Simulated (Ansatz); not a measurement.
Run this with Ansatz 0.2.0 through its Python package and show what comes out.

The script, `composite_c2h.py`:
```python
"""A composite energy for C2H(-): DFT geometry, MP2 basis limit, coupled-cluster correction."""

import itertools

import ansatz as az
from ase.data import atomic_numbers, covalent_radii
import numpy as np

BASIS_SET = "def2-SVP"
XC = "B3LYP"
DISPERSION = "d3bj"
NET_CHARGE = -1


def main() -> None:
    geometry_ang = [
        ("C", [0.63353, 0.90177, 0.44825]),
        ("C", [-0.01935, -0.0275, -0.0134]),
        ("H", [-0.61419, -0.87426, -0.43485]),
    ]
    geometry = az.Crystal.molecule()
    for symbol, xyz in geometry_ang:
        geometry = geometry.atom(symbol, xyz)

    setup = (
        geometry.calculation()
        .basis(gaussian=BASIS_SET)
        .functional(XC, dispersion=DISPERSION)
        .charge(NET_CHARGE)
    )
    symbols = [site.symbol for site in geometry.cartesian_sites]
    start = np.array([site.position_ang for site in geometry.cartesian_sites], dtype=float)
    r = setup.relax(force_tolerance=0.01).run(threads=1).report
    end = np.array(r["positions_ang"])
    # pairs closer than 1.2 times the sum of covalent radii, before or after
    radius = [covalent_radii[atomic_numbers[s]] for s in symbols]
    span = lambda where, i, j: np.linalg.norm(where[i] - where[j])
    bonded = [(i, j) for i, j in itertools.combinations(range(len(symbols)), 2) if min(span(start, i, j), span(end, i, j)) < 1.2 * (radius[i] + radius[j])]
    print("pair        before    after (A)")
    for i, j in bonded:
        print(f"{symbols[i]}{i}-{symbols[j]}{j}".ljust(10), f"{span(start, i, j):8.4f} {span(end, i, j):8.4f}")

    minimum = az.Crystal.molecule()
    for symbol, place in zip(symbols, end):
        minimum = minimum.atom(symbol, place.tolist())
    at_minimum = minimum.calculation().charge(NET_CHARGE)
    # MP2 extrapolated to the basis limit, plus the small-basis difference CCSD(T) - MP2
    level = lambda method, basis: at_minimum.basis(gaussian=basis).correlation(method).run(threads=1).report
    small, large, cluster = level("mp2", "cc-pVDZ"), level("mp2", "cc-pVTZ"), level("ccsd_t", "cc-pVDZ")
    corr = lambda each: (each["free_energy_ev"] - each["reference_energy_ev"]) / 27.211386246
    mp2_limit = (27 * corr(large) - 8 * corr(small)) / 19
    pieces = {"HF / cc-pVTZ": large["reference_energy_ev"] / 27.211386246, "MP2 correlation, DZ-TZ limit": mp2_limit, "CCSD(T) - MP2 / cc-pVDZ": corr(cluster) - corr(small)}
    for name, value in pieces.items():
        print(f"{name:32s} {value:14.6f} Ha")
    print(f"{'sum':32s} {sum(pieces.values()):14.6f} Ha")
    print("T1 diagnostic", round(cluster["correlation"]["coupled_cluster"]["t1_diagnostic"], 4))


if __name__ == "__main__":
    main()
```

```console
$ python composite_c2h.py
pair        before    after (A)
C0-C1        1.2259   1.2503
C1-H2        1.1173   1.0802
HF / cc-pVTZ                         -76.224086 Ha
MP2 correlation, DZ-TZ limit          -0.336681 Ha
CCSD(T) - MP2 / cc-pVDZ               -0.027309 Ha
sum                                  -76.588076 Ha
T1 diagnostic 0.0162
```

Reading the output:
- Total energies depend on the basis set; only differences at equal settings carry meaning.
- The sum leaves out core correlation, relativity, the Hartree-Fock basis error and zero-point energy; a DZ-TZ extrapolation is rough.
- b3lyp holds the VWN-RPA fit, as in Gaussian; the form of ORCA and Turbomole is b3lyp5.
- Inner cores stay frozen, so this is valence correlation.
- An extrapolation from small basis sets is rough.
- Anions want diffuse functions, which this basis lacks.
- The whole script took 3.1 s on 1 thread of Arm Neoverse V1 (shared host), peak memory 0.17 GiB.
